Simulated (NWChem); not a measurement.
**doublet [AlH3]−: levels of theory compared**

Aim: a comparison of 6 runs (UHF/3-21G, UPBE0/def2-TZVPPD, UB3LYP/6-31G*, UB3LYP/def2-TZVPPD, UM06-2X/def2-TZVPPD) of doublet [AlH3]−. 

The calculation is run with NWChem 7.3.0.

24 further runs of the same task are left out: 24 set aside as unsound or not needed. Runs told in other sessions of the task aren't counted.

## (1) The molecule

[AlH3]− has 4 atoms, charge -1, and is taken as a doublet. SMILES of the parent species: `[AlH3]`. The shape is that of a PBE0-D4/def2-TZVP optimisation. That shape belongs to the parent species and isn't relaxed for this state.

Bond lengths: Al1–H2 1.586 Å, Al1–H3 1.586 Å, Al1–H4 1.586 Å. Angles: H2–Al1–H3 120.0°, H2–Al1–H4 120.0°, H3–Al1–H4 120.0°.

## (2) A single-point energy at UHF/3-21G (run 1)

The input, job.xyz:

```xyz
4
AlH3 hf
Al     0.013700    -0.014800    -0.005100
H      0.633200     0.670900     1.283600
H     -1.340800    -0.832000     0.105100
H      0.749400     0.115700    -1.403900
```

The input, run.py:

```python
from ase.io import read
from ase.calculators.nwchem import NWChem

atoms = read('job.xyz')

calc = NWChem(
    label='job',
    theory='scf',
    memory='2200 mb',
    basis='3-21G',
    basispar='spherical bse',
    charge=-1,
    scf={'nopen': '1', 'uhf': None, 'thresh': '1e-08', 'maxiter': '80'},
    task='energy',
)
atoms.calc = calc

print("Total energy (eV):", round(atoms.get_potential_energy(), 6))
```

Launch:

```console
$ export ASE_NWCHEM_COMMAND="nwchem PREFIX.nwi > PREFIX.nwo"
$ python run.py
```

Log:

```text
Total energy (eV): -6592.319234
```

The calculator wrote job.nwi:

```
title "job"

permanent_dir job

scratch_dir job

start job

geometry units angstrom nocenter noautosym noautoz
  Al 1.3700000000000000e-02 -1.4800000000000001e-02 -5.1000000000000004e-03
  H  6.3319999999999999e-01 6.7090000000000005e-01 1.2836000000000001e+00
  H  -1.3408000000000000e+00 -8.3199999999999996e-01 1.0510000000000000e-01
  H  7.4939999999999996e-01 1.1570000000000000e-01 -1.4038999999999999e+00
end

charge -1

memory 2200 mb

basis spherical bse noprint
   * library 3-21G
end

scf
  nopen 1
  uhf
  thresh 1e-08
  maxiter 80
end

task scf energy
```

job.nwo:

```text
Northwest Computational Chemistry Package (NWChem) 7.3.0
             --------------------------------------------------------

           Job information
           ---------------

    nwchem branch   = 7.3.0
    use scalapack   = T
    input           = job.nwi
    prefix          = job.
    data base       = job/job.db
    status          = startup
    nproc           =        1

           Memory information
           ------------------

    heap     =     72089594 doubles =      550.0 Mbytes
    stack    =     72089599 doubles =      550.0 Mbytes
    global   =    144179200 doubles =     1100.0 Mbytes (distinct from heap & stack)
    total    =    288358393 doubles =     2200.0 Mbytes
    verify   = yes
    hardfail = no

[... 35 lines left out ...]
            Nuclear Dipole moment (a.u.)
[... 75 lines left out ...]
 1-e energy   =    -386.345968
[... 7 lines left out ...]
         Quadratically convergent UHF
[... 14 lines left out ...]
       Final UHF  results
[... 3 lines left out ...]
      One electron energy =   -367.935053272372
[... 1 line left out ...]
 Nuclear repulsion energy =     13.592191799475
[... 31 lines left out ...]
          Final beta eigenvalues
[... 168 lines left out ...]
                     UHF Final Beta Molecular Orbital Analysis
[... 184 lines left out ...]
   Mulliken analysis of the spin density
   -------------------------------------

    Atom       Charge   Shell Charges
 -----------   ------   -------------------------------------------------------
    1 Al  13     1.32   0.00  0.00  0.01  0.02  0.30  0.15  0.84
    2 H    1    -0.11  -0.03 -0.08
    3 H    1    -0.11  -0.03 -0.08
    4 H    1    -0.11  -0.03 -0.08

       Multipole analysis of the density wrt the origin
       ------------------------------------------------

     L   x y z        total         alpha         beta         nuclear
     -   - - -        -----         -----         ----         -------
     0   0 0 0     -1.000000     -9.000000     -8.000000     16.000000

     1   1 0 0     -0.025725     -0.233057     -0.208219      0.415551
[... 8 lines of this table left out ...]
     2   0 0 2    -18.786110    -17.341055    -14.407834     12.962779

 Task  times  cpu:        0.1s     wall:        0.1s
 Total times  cpu:        0.2s     wall:        0.2s
```

Wall time 1.2 s (1 thread of Intel Xeon 6975P-C (Granite Rapids), shared host); peak memory 0.097 GiB.

## (3) A single-point energy at UPBE0/def2-TZVPPD (run 2)

The input, nw.nw:

```
start nw
title "AlH3 PBE0"
memory 2200 mb
charge -1
geometry units atomic noautosym nocenter noautoz
 Al   0.02588925  -0.02796795  -0.00963760
 H    1.19657458   1.26781726   2.42565245
 H   -2.53374479  -1.57225214   0.19861022
 H    1.41616076   0.21864131  -2.65298651
end
basis spherical bse
 Al library def2-TZVPPD
 H library def2-TZVPPD
end
dft
 xc pbe0
 mult 2
 grid fine
 convergence energy 1e-08
 iterations 100
 mulliken
 print low
end
task dft energy
```

Launch:

```console
$ nwchem nw.nw > nw.out
```

Log:

```text
[...]
 d= 0,ls=0.0,diis     1   -243.7993014425 -2.57D+02  9.34D-01  1.30D+00     1.3
[...]
 d= 0,ls=0.0,diis     9   -244.0844648169 -6.60D-09  6.49D-07  7.02D-10    10.5
[...]
         Total DFT energy =     -244.084464816866
      One electron energy =     -369.558017134055
           Coulomb energy =      131.654719765847
    Exchange-Corr. energy =      -19.773358260687
 Nuclear repulsion energy =       13.592190812029
[...]
      Total Density - Mulliken Population Analysis
     ---------------------------------------------
    Atom       Charge   Shell Charges
 -----------   ------   -------------------------------------------------------
    1 Al  13    13.73   2.00  0.64  1.33  0.76  0.33  0.03  2.94  2.22  0.87  1.09  1.32  0.00  0.07  0.08  0.02  0.01
    2 H    1     1.09   0.23  0.55  0.32  0.00  0.01 -0.02  0.00
    3 H    1     1.09   0.23  0.55  0.32  0.00  0.01 -0.02  0.00
    4 H    1     1.09   0.23  0.55  0.32  0.00  0.01 -0.02  0.00
[...]
      <S2> =      0.7557 (Exact =     0.7500)
[...]
```

It took 11 s on 1 thread of Intel Xeon 6975P-C (Granite Rapids), shared host; peak memory 0.11 GiB.

Runs 3 to 5 aren't shown in full; the table further down has their settings and results.

## (4) A single-point energy at UM06-2X/def2-TZVPPD (run 6)

The input, geom.nw:

```
echo
start geom
memory 2200 mb
charge -1
geometry units angstroms noautosym nocenter noautoz
  Al       0.013700      -0.014800      -0.005100
  H        0.633200       0.670900       1.283600
  H       -1.340800      -0.832000       0.105100
  H        0.749400       0.115700      -1.403900
end
basis spherical bse
  * library def2-TZVPPD
end
dft
  xc m06-2x
  mult 2
  grid fine
  convergence energy 1e-08
  maxiter 100
  mulliken
  noprint "final vectors analysis"
end
task dft energy
```

Launch:

```console
$ nwchem geom.nw > geom.out
```

Log:

```text
[...]
          Wavefunction type:  spin polarized.
          No. of atoms     :     4
          No. of electrons :    17
[...]
          Charge           :    -1
          Spin multiplicity:     2
[...]
          AO basis - number of functions:    99
[...]
              XC Information
              --------------
                       M06-2X Method XC Functional
                     Hartree-Fock (Exact) Exchange  0.540
                        M06-2X Exchange Functional  1.000
                      M06-2X Correlation Potential  1.000
[...]
 d= 0,ls=0.0,diis     1   -243.8836844957 -2.57D+02  9.33D-01  1.33D+00     1.6
[...]
 d= 0,ls=0.0,diis    13   -244.1722838276 -3.29D-09  4.21D-07  3.42D-11    19.1
[...]
         Total DFT energy =     -244.172283827627
      One electron energy =     -369.550288379973
           Coulomb energy =      131.652268800622
    Exchange-Corr. energy =      -19.866456047750
 Nuclear repulsion energy =       13.592191799475
[...]
      Total Density - Mulliken Population Analysis
     ---------------------------------------------
    Atom       Charge   Shell Charges
 -----------   ------   -------------------------------------------------------
    1 Al  13    14.18   2.00  0.63  1.34  0.80  0.64 -0.01  2.95  2.19  0.89  1.13  1.37  0.00  0.08  0.12  0.02  0.02
    2 H    1     0.94   0.24  0.52  0.21  0.00  0.00 -0.03  0.00
    3 H    1     0.94   0.24  0.52  0.21  0.00  0.00 -0.03  0.00
    4 H    1     0.94   0.24  0.52  0.21  0.00  0.00 -0.03  0.00
[...]
      <S2> =      0.7552 (Exact =     0.7500)
[...]
```

Wall time 20 s (1 thread of Intel Xeon 6975P-C (Granite Rapids), shared host); peak memory 0.11 GiB.

## (5) The series

```
run                                level  iteration cap  module  energy (Eh)  HOMO energy (eV)  LUMO energy (eV)   ⟨S²⟩  wall time
  1                            UHF/3-21G             80     scf  -242.263265              0.25              7.54  0.766      1.2 s
  2                    UPBE0/def2-TZVPPD            100     dft  -244.084465                 –                 –  0.756       11 s
  3  UB3LYP/6-31G* (spherical functions)            100     dft  -244.202182              2.08              4.17  0.753      4.2 s
  4  UB3LYP/6-31G* (Cartesian functions)            100     dft  -244.203629              2.08              4.17  0.753      4.5 s
  5                   UB3LYP/def2-TZVPPD            100     dft  -244.235696              1.93              3.71  0.753       11 s
  6                  UM06-2X/def2-TZVPPD            100     dft  -244.172284                 –                 –  0.755       20 s
```

## (6) Summary of results

| quantity | value |
| --- | --- |
| run 6: total energy | -244.17228 Eh |
| run 6: ⟨S²⟩ | 0.755 |

What this shows: Totals of different functionals can't be ranked against each other. In runs 1, 3, 4, 5 the HOMO lies above zero, from self-interaction, a short basis or an electron that isn't bound. All runs together took 52 s, the longest 20 s.
